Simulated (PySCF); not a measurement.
C₄H₄OP (charge -1).
Bonds: P1–C2, C2–C3 (aromatic), C3–C4 (aromatic), C4–O5 (aromatic), O5–C6 (aromatic), C2–C6 (aromatic). Hydrogens: H7 on P1; H8 on C3; H9 on C4; H10 on C6.

All values: PBE0/pcSseg-1 (PySCF, non-relativistic), on one gas-phase PBE0-D3(BJ)/def2-SVP geometry that isn't relaxed in the solvent. The solvent is an IEF-PCM continuum (van der Waals radii × 1.2). The model holds no explicit solvent molecules, cavitation or dispersion.

Gas phase at PBE0/pcSseg-1: HOMO 0.92 eV, LUMO 4.87 eV.

Q: What does the continuum do to the energy and the frontier levels at PBE0/pcSseg-1 in chloroform and acetonitrile?

A: 
| solvent | ε | E(solvent) − E(gas) (kcal/mol) | polarisation term (kcal/mol) | distortion of the solute (kcal/mol) | HOMO (eV) | LUMO (eV) |
| --- | --- | --- | --- | --- | --- | --- |
| chloroform | 4.711 | -47.34 | -49.14 | 1.80 | -2.99 | 1.56 |
| acetonitrile | 35.69 | -60.01 | -63.48 | 3.47 | -3.98 | 0.79 |

Polarisation term: ½ Σ q·V over the induced surface charges. Distortion: the rise of the solute's own energy as its density leaves the gas-phase optimum. From chloroform to acetonitrile the lowering changes by a factor 1.27, Born's factor 1 − 1/ε by 1.23 and ε itself by 7.6.

Q: Which radius a makes Born's formula ΔE = −(q²/2a)(1 − 1/ε) give the value in acetonitrile?

A: a = q²(1 − 1/ε)/(2|ΔE|) = 2.69 Å, with q = -1 e and |ΔE| = 0.0956 Eh; the farthest nucleus lies 3.01 Å from the centroid of the nuclei. The formula assumes a point charge at the centre of a sphere.

Q: Which Mulliken charges (PBE0/pcSseg-1) respond most in acetonitrile (means over atoms taken as equivalent)?

A: 
| atoms | environment | gas (e) | solvent (e) | change |
| --- | --- | --- | --- | --- |
| P1 | phosphorus bonded to C and H | -0.340 | -0.516 | -0.176 |
| H9 | aromatic hydrogen | +0.058 | +0.121 | +0.063 |
| H7 | P–H hydrogen | -0.100 | -0.043 | +0.057 |
| H10 | aromatic hydrogen | +0.052 | +0.100 | +0.048 |
| C2 | substituted aromatic carbon | -0.289 | -0.336 | -0.047 |
| H8 | aromatic hydrogen | +0.045 | +0.088 | +0.043 |

Q: How do the nuclear quadrupole coupling constants eQVzz/h respond in acetonitrile?

A: 
```csv
nucleus,Q (barn),gas (MHz),solvent (MHz),η gas,η solvent
17O at O5,-0.0256,-8.85,-8.62,0.28,0.22
```

Shape of the structure used: `[PH-:1][c:2]1[cH:3][cH:4][o:5][cH:6]1`: H–P1–C2–C3 180°.
